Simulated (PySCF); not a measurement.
Excitations are Tamm–Dancoff values on a coarser integration grid. The basis has no diffuse functions, so Rydberg states are missing or too high.

**C3H3N, SMILES `C=CC#N` (charge 0, multiplicity 1)**

All values below come from CAM-B3LYP-D3(BJ)/def2-TZVP run with PySCF 2.14.0.

The HOMO comes out as -9.81 eV and the dipole moment is 4.06 D. The HOMO–LUMO gap is 9.29 eV and the LUMO is -0.52 eV. The S1 excitation (TDA) comes out as 6.58 eV and the S1 oscillator strength is 0.000. The brightest of the four lowest singlets (TDA) is 6.82 eV. The T1 excitation (TDA) comes out as 3.86 eV and the S1–T1 gap (TDA) comes out as 2.73 eV. The total energy is -4647.93 eV and the cost is about 70 core-seconds (a rough figure).

Bonds (Å): C1–C2 1.324, C1–H5 1.081, C1–H6 1.081, C2–C3 1.428, C2–H7 1.083, C3–N4 1.146. Angles (°): C2–C1–H5 121.7, C2–C1–H6 120.6, H5–C1–H6 117.7, C1–C2–C3 122.7, C1–C2–H7 121.5, C3–C2–H7 115.8, C2–C3–N4 179.0.
Charge 0, spin multiplicity 1.
